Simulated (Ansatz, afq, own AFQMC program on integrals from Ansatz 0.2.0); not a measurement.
**SiCl, doublet in def2-TZVP, levels against CCSDT(Q)**

```csv
atom,x (Å),y (Å),z (Å)
Si,-0.6275,0.0033,-0.3426
Cl,0.4173,-1.7613,0.0332
```

Basis def2-TZVP. Only valence electrons are correlated. Integrals, coupled cluster, full CI and functionals: Ansatz 0.2.0; the random walks run on the same integrals in our own AFQMC program. The CISD trial takes its coefficients from CCSD amplitudes. Released means that phaseless walkers are propagated on without the constraint, phases kept. Uncertainties: one standard error, sampling alone.

Determinant: UHF, the one that the program's search chose, which needn't be the lowest solution. The geometry is a PBE0/def2-SVP stationary point of this or a neighbouring charge and spin state.

No full CI on the walks' own integrals is used here; CCSDT(Q) serves as the reference and is uncertain by about the last step of the cluster series.

```
T1 diagnostic                               : 0.0180
weight of the determinant in the CISD state : 0.859
⟨S²⟩ of the determinant                     : 0.775
size of the correlated space                : 11 electrons in 64 orbitals
```

```tsv
level	correlation energy (eV)
MP2	-7.0024
CCSD	-7.8613
CCSD(T)	-8.2193
```

(1) Estimate where phaseless AFQMC with the Hartree–Fock trial lies against CCSD(T) on the same integrals.

(1) 0.55 ± 0.58 kcal/mol below CCSD(T). The gap is under twice the noise, so this walk alone can't tell the two apart.

Reference: CCSDT(Q), correlation energy -8.271 eV. The released energy is read at 2.40 1/Eh (meV from the phaseless value at times in 1/Eh: 0 ± 4 at 0.24, -4 ± 5 at 0.51, -10 ± 4 at 0.99, -12 ± 4 at 1.62, -4 ± 6 at 2.40).

```json
{"level": "CCSD(T)", "E − E(reference) (kcal/mol)": "1.18", "share of correlation (%)": "99.38"}
{"level": "CCSDT", "E − E(reference) (kcal/mol)": "0.46", "share of correlation (%)": "99.76"}
{"level": "ph-AFQMC/HF", "E − E(reference) (kcal/mol)": "0.63 ± 0.58", "share of correlation (%)": "99.67"}
{"level": "ph-AFQMC/CISD", "E − E(reference) (kcal/mol)": "0.21 ± 0.12", "share of correlation (%)": "99.89"}
{"level": "released AFQMC", "E − E(reference) (kcal/mol)": "0.12 ± 0.13", "share of correlation (%)": "99.94"}
```

A walk keeps the symmetry of its determinant, which the program's search chose and which needn't be the lowest solution, so a lower state of the same spin and another symmetry isn't excluded. Released energies are given only where the last usable release times agree within the noise; a slower fall can still hide under it.
